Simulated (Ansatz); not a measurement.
MgH2, singlet: CASSCF and its corrections

Computed with Ansatz's Gaussian-basis code (development build). Basis cc-pV(T+d)Z on Mg, cc-pVTZ on H, nonrelativistic, 1 orbital frozen in the corrections. State-specific CASSCF; RHF is the lowest restricted (open-shell) Hartree–Fock solution met. Letters tell apart solutions met in one space. Solutions may break the symmetry of the shape. No proof that the lowest CASSCF solution was found.

Geometry:

```xyz
3

Mg    0.0000    0.0000    0.0000
H     0.0000    0.0000    1.7000
H     0.0000    0.0000   -1.7000
```

CASSCF less RHF, in eV, and natural occupations:

| CAS | CASSCF | occupations |
| --- | --- | --- |
| (4,6) a | -1.197 | 1.97, 1.95, 0.04, 0.02, 0.01, 0.01 |
| (4,6) b | -1.185 | 1.97, 1.95, 0.04, 0.02, 0.01, 0.01 |

Problem. What totals less RHF do the corrections give on each solution?

Solution. 

| CAS | SC-NEVPT2 |
| --- | --- |
| (4,6) a | -3.129 |
| (4,6) b | -3.128 |
